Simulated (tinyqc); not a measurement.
Inside a calculation. Method: ROHF in the sto-3g basis, for CH, spin multiplicity 4. One step of it, computed by the program tinyqc.

Task: Iteration 3: DIIS coefficients. Solve [B -1; -1 0][c; lambda] = [0; -1] for the coefficients, which sum to one.

B (overlaps of the stored error matrices), lower triangle:
```
,1,2,3
1,1.1390482e-01
2,-2.2780762e-01,7.2126263e-01
3,-1.9767143e-01,6.1506094e-01,5.2623053e-01
```

Give: DIIS coefficients.

Result:

DIIS coefficients: 0.523  -1.529  2.005
